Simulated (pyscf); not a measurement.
Optimised with ωB97X-D3(BJ)/def2-SVP in PySCF.

**Question.** Estimate by transition-state theory (the high-pressure limit) the rate constant of `[O]=[Nb]([OH])([OH])[OH]` + `[NH3]` → `[NH2][Nb]([OH])([OH])([OH])[OH]` (singlet surface; H–N broken, H–O, N–Nb formed) at 900 K, with ωB97M-D3(BJ)/def2-TZVP energies (ideal gas, 1 atm, RRHO with modes under 100 cm⁻¹ raised to 100, one conformer, R ln 2 for chiral ones without a mode under 150 cm⁻¹; no tunnelling).

**Answer.** The electronic barrier is 24.1 kcal/mol and the thermal terms add +26.5, so ΔG‡ = 50.5 kcal/mol. With k_BT/h = 1.88e+13 s⁻¹ and RT = 1.788 kcal/mol, and a volume of 1.23e-19 cm³ per molecule at 1 atm, k = 1.2e-18 cm³ molecule⁻¹ s⁻¹. The product is born with the 20 kcal/mol of the reverse barrier and needs collisions to keep. Wigner's tunnelling factor for 953i cm⁻¹ would be 1.10. A shift of 1 kcal/mol in the barrier changes k by a factor 1.7. On the reactant side the descent ends in an adduct with a N–Nb contact (not fully relaxed), 16.3 kcal/mol under the separated species and 38.9 kcal/mol under the saddle at ωB97X-D3(BJ)/def2-TZVP. What is counted as formed (N–Nb) is already present as a longer contact in the reactant adduct; forming that adduct is a step of its own. One saddle was located; it need not be the lowest between these sides. Elements past Kr carry the def2 core potentials, without spin-orbit coupling.
